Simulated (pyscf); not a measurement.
**Hydrogen abstraction: H₃C–GeH₃ + CH₃• → •H₂C–GeH₃ + CH₄**

Gas phase, doublet surface, charge 0. Bonds broken: C1–H3. Bonds formed: H3–C9. Structures and frequencies: ωB97X-D3(BJ)/def2-SVP in PySCF.

Transition state (Å):

```xyz
12

C      0.1303    -0.6620     0.0733
Ge    -0.1874    -0.3074     1.9535
H      0.3376     0.5155    -0.5007
H     -0.7303    -1.0765    -0.4706
H      1.0469    -1.2293    -0.1418
H      1.0372     0.3983     2.5629
H     -1.4139     0.6095     2.1088
H     -0.4454    -1.6056     2.7423
C      0.5507     1.7218    -1.0963
H      0.7108     1.4965    -2.1578
H      1.4377     2.1291    -0.5948
H     -0.3644     2.2954    -0.9019
```

One imaginary mode, 1816i cm⁻¹; descent along it reached the two sides named.

| bond | change | reactant side (Å) | saddle | product side |
|---|---|---|---|---|
| C1–H3 | breaks | 1.100 | 1.326 | 2.9 |
| H3–C9 | forms | 2.9 | 1.362 | 1.100 |

Electronic energies relative to the separated reactants (kcal/mol):

| level | barrier | reaction energy | reverse barrier |
|---|---|---|---|
| ωB97X-D3(BJ)/def2-TZVP | 13.6 | -3.1 | 16.7 |
| PBE/def2-TZVP | 8.5 | -3.4 | 12.0 |
| r²SCAN/def2-TZVP | 11.8 | -3.0 | 14.7 |
| B3LYP-D3(BJ)/def2-TZVP | 11.8 | -3.1 | 14.9 |
| PBE0-D3(BJ)/def2-TZVP | 11.1 | -2.9 | 14.0 |
| M06-2X/def2-TZVP | 14.5 | -3.0 | 17.4 |
| ωB97M-D3(BJ)/def2-TZVP | 14.9 | -2.7 | 17.6 |
| HF/def2-TZVP | 29.4 | -2.8 | 32.3 |

With ωB97M-D3(BJ)/def2-TZVP energies and thermal terms (ideal gas, 1 atm, RRHO with modes under 100 cm⁻¹ raised to 100, one conformer, R ln 2 for chiral ones without a mode under 150 cm⁻¹), in kcal/mol:

```json
[
 {"T (K)": "298", "ΔH‡": "13.4", "ΔG‡": "21.8", "ΔH": "-2.0", "ΔG": "-2.7"},
 {"T (K)": "600", "ΔH‡": "13.8", "ΔG‡": "30.2", "ΔH": "-2.3", "ΔG": "-3.3"},
 {"T (K)": "900", "ΔH‡": "14.5", "ΔG‡": "38.3", "ΔH": "-2.4", "ΔG": "-3.8"},
 {"T (K)": "1200", "ΔH‡": "15.4", "ΔG‡": "46.1", "ΔH": "-2.5", "ΔG": "-4.3"}
]
```

The same reactants have a lower exit, to H₃C–GeH₂• + CH₄ (barrier +5.4 kcal/mol at ωB97M-D3(BJ)/def2-TZVP, against +14.9 kcal/mol here). •H₂C–GeH₃ lies 20.6 kcal/mol over its isomer H₃C–GeH₂• (electronic energy, ωB97M-D3(BJ)/def2-TZVP). This is the saddle that the search found; another between the same sides may lie lower. The angle at the transferred H is 180°. Elements up to Kr have no core potential and no relativistic terms here.
